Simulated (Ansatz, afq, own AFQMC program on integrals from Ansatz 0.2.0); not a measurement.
# SiP, quartet in 6-31G, levels against full CI

```xyz
2

Si    0.0000    0.0000    0.0000
P     0.0000    0.0000    4.3480
```

Basis 6-31G. Only valence electrons are correlated. Integrals, coupled cluster, full CI and functionals: Ansatz 0.2.0; the random walks run on the same integrals in our own AFQMC program. ph-AFQMC/CISD is guided by a CISD state made of CCSD amplitudes; releasing the constraint for a short imaginary time cuts its bias at the price of noise, slowly where states lie close. ± is one standard error of the sampling.

Determinant: ROHF, the one that the program's search chose, which needn't be the lowest solution. The geometry is a point of a scan.

Full CI on the same integrals is exact in this basis and with this determinant's frozen core.

Cautions: lower spins were not checked; a spin-contaminated unrestricted determinant lies lower (UHF 2.46 eV lower, ⟨S²⟩ 4.73); the search met a lower determinant of the same kind, perhaps of another symmetry (1.38 eV lower); strong correlation (T1 0.208, weight of the determinant 0.28, largest double 1.02); (T) is large, 10 % of the CCSD correlation; CCSD(T) is in doubt: among natural orbitals it converges to other amplitudes; the CCSDT(Q) amplitudes may be one of several solutions (largest double 0.92); the CCSDTQ amplitudes may be one of several solutions (largest double 0.90); the released energies have errors that jump between times, so the bars are unsure, so no released level is given (meV from the phaseless value at times in 1/Eh: -4 ± 4 at 0.24, -4 ± 4 at 0.51, -46 ± 32 at 0.99, -6 ± 13 at 1.62, -21.1 ± 2.4 at 2.40); the next higher spin lies close (within 5 meV by full CI).

The T1 diagnostic is 0.2083, the weight of the determinant in the CISD state is 0.282 and the size of the correlated space is 9 electrons in 16 orbitals.

```json
{"level": "MP2", "correlation energy (eV)": "-2.0983"}
{"level": "CCSD", "correlation energy (eV)": "-3.9137"}
{"level": "CCSD(T)", "correlation energy (eV)": "-4.2958"}
```

**Question.** Estimate where full CI lies against CCSD(T) on the same integrals.

**Answer.** 20.2 kJ/mol above CCSD(T).

Reference: full CI, correlation energy -4.086 eV. The cautions show a poor starting determinant, so the rows tell how each method copes with it here, and full CI is the sure value.

```tsv
level	E − E(reference) (kJ/mol)	share of correlation (%)
CCSD(T)	-20.2	105.13
CCSDT	0.9	99.76
CCSDT(Q)	-0.6	100.15
CCSDTQ	0.0	99.99
ph-AFQMC/CISD	9.7 ± 0.4	97.54
```

CCSDT and higher add their correlation energy to the determinant of the CCSD(T) run, since their own runs factorise the integrals more tightly (a shift of under 2 meV).
